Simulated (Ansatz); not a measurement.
Results of PBE (Ansatz, an electronic-structure program, PAW) for rutile TiO2.

Run with plane-wave cutoff 500 eV, 8×8×10 k mesh (along the axes of the cell as run), gaussian smearing 0.02 eV, no spin polarisation, scalar-relativistic PAW data made under PBE.

Computed at the level's own relaxed cell.

Task: Predict the equilibrium volume per atom, equilibrium lattice constant a, lattice parameter c and band gap.

Result: 
* **equilibrium volume per atom**: 10.65 Å³/atom
* **equilibrium lattice constant a**: 4.643 Å
* **lattice parameter c**: 2.964 Å
* **band gap**: 1.86 eV (on the SCF k mesh)

Measured, for comparison: lattice constant a 4.587 Å, lattice parameter c 2.954 Å (15 K, zero-point motion not removed; as tabulated in Burdett, Hughbanks, Miller, Richardson, Smith, powder neutron diffraction …). Computed (rounded) less measured: lattice constant a +1.2 %, lattice parameter c +0.3 %.

The computed numbers hold no vibrational or temperature effects.

It cost very roughly 80 core-seconds of CPU time.
